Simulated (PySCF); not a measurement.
Compound: CHF2CH2SH, C2H4F2S.
Bonds: F1–C2, C2–F3, C2–C4, C4–S5. Hydrogens: H6 on C2; H7, H8 on C4; H9 on S5.

Level of theory: PBE0-D3(BJ)/def2-TZVP geometry optimisation, gas phase (PySCF).

(1) List the bond lengths, angles and torsions at this level.

Answers

(1) 
```
        bond  length (Å)   order
F1–C2, C2–F3       1.355  single
       C2–C4       1.508  single
       C4–S5       1.803  single
       C2–H6       1.096  single
C4–H7, C4–H8       1.091  single
       S5–H9       1.342  single
```

Bonds in one row agree within 0.01 Å and their mean is given. Orders are formal, as drawn. A selection of angles:
```
   angle  degrees
F1–C2–F3    107.6
F1–C2–C4    110.4
F1–C2–H6    107.5
F3–C2–C4    111.5
C4–C2–H6    111.7
C2–C4–S5    114.7
C2–C4–H7    108.7
C2–C4–H8    108.3
S5–C4–H7    110.9
S5–C4–H8    106.2
H7–C4–H8    107.8
C4–S5–H9     96.2
```

Dihedral angles: F1–C2–C4–S5 60° (synclinal); H9–S5–C4–C2 -64° (synclinal). The mirror-image conformer, all signs reversed, is as good.

S5 (thiol sulfur) is bent (angle 96.2°). Of the pairs four or more bonds apart, F1···H9 is among the closest relative to their van der Waals radii: 2.65 Å, 99 % of the sum of Bondi's values.

PBE0-D3(BJ)/def2-TZVP frequencies: not computed here. One conformer, not necessarily the lowest (F1–C2–C4–S5 60°, C2–C4–S5–H -64°).

Hardware: Arm Neoverse N1, one thread, no GPU, on a shared host. Cost: 3.2 min wall, 0.72 GiB resident at most. That covers the optimisation of the geometry.
